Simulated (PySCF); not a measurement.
C4H5F2 (charge +1).
Structure used (PBE0-D3(BJ)/def2-SVP), in Å, numbered top down from 1:
```xyz
11
C4H5F2 angstrom
C     -1.6104    0.3721    0.7342
C     -0.2321   -0.0778    0.6154
C      0.5409    0.0447   -0.5177
C      1.8509   -0.4181   -0.5266
F      2.5965   -0.3201   -1.5385
F      2.4124   -0.9710    0.4644
H     -2.2381   -0.4819    1.0571
H     -2.0188    0.8279   -0.1751
H     -1.6814    1.0766    1.5867
H      0.2182   -0.5475    1.5014
H      0.1727    0.5007   -1.4404
```

Method: core-valence-separated Tamm–Dancoff BHandHLYP/aug-pcX-1 (pcseg-1 on H) in PySCF, non-relativistic, gas phase, PBE0-D3(BJ)/def2-SVP geometry. Absolute energies from this functional tend to lie a few eV below measured edges; no shift was applied.

(1) What does the F 1s absorption edge look like?

(2) What does the C 1s absorption edge look like?

## Answers

(1) 
```csv
E (eV),f,core hole on,main final orbital
684.23,0.0166,F5,LUMO (91 %)
684.32,0.0149,F6,LUMO (91 %)
688.53,0.0297,F6,LUMO+1 (43 %)
688.80,0.0290,F5,spread
689.91,0.0048,F6,LUMO+2 (87 %)
690.23,0.0016,F5,LUMO+2 (87 %)
690.85,0.0163,F5,LUMO+1 (38 %)
690.96,0.0191,F6,LUMO+1 (31 %)
691.39,0.0083,F6,LUMO+3 (47 %)
691.42,0.0066,F5,LUMO+3 (36 %)
692.04,0.0021,F6,LUMO+5 (78 %)
```

The first line with a tenth or more of the strongest one's intensity is at 684.23 eV (f = 0.017), with the hole on F5 (vinyl fluorine). The strongest listed is at 688.53 eV (f = 0.030; F6).

(2) 
```csv
E (eV),f,core hole on,main final orbital,polarisation
281.12,0.0806,C2,LUMO (85 %),–
282.02,0.0027,C1,LUMO (96 %),–
282.44,0.0009,C3,LUMO (99 %),–
284.72,0.0617,C3,LUMO+2 (84 %),normal to the local trigonal plane
285.73,0.0949,C4,LUMO (81 %),normal to the local trigonal plane
286.73,0.0109,C1,LUMO+1 (41 %),–
287.25,0.0025,C1,LUMO+2 (89 %),–
287.33,0.0316,C1,spread,–
287.37,0.0421,C1,LUMO+9 (33 %),–
287.82,0.0200,C3,spread,in the local trigonal plane
288.12,0.0023,C1,LUMO+6 (36 %),–
288.22,0.0183,C3,LUMO+1 (57 %),in the local trigonal plane
288.46,0.0071,C2,LUMO+2 (83 %),–
288.51,0.0049,C1,LUMO+3 (37 %),–
288.80,0.0161,C1,spread,–
288.94,0.0278,C2,LUMO+1 (46 %),–
289.20,0.0004,C1,LUMO+5 (50 %),–
289.25,0.0034,C3,LUMO+3 (42 %),in the local trigonal plane
289.48,0.0072,C1,LUMO+7 (37 %),–
```

The first line with a tenth or more of the strongest one's intensity is at 281.12 eV (f = 0.081), with the hole on C2 (carbon bonded to 2 C and H). The strongest listed is at 285.73 eV (f = 0.095; C4).

Roots within 0.03 eV whose holes lie on the same, on equivalent or on shared atoms are summed into one line, and the highest roots are left out, as the search may have cut off their partners. Final orbitals are the ground state's empty Kohn–Sham orbitals. A dash: too weak, shared between unlike atoms, or no plane or axis to refer to.

Task: What length of transition dipole belongs to the line at 688.53 eV?

Result: From f = (2/3) ΔE |μ|² in atomic units, with ΔE = 25.303 Eh and f = 0.0297: |μ| = 0.042 au = 0.11 D.

The list ends where the root search ended, not at a threshold.

One conformer stands for the species.
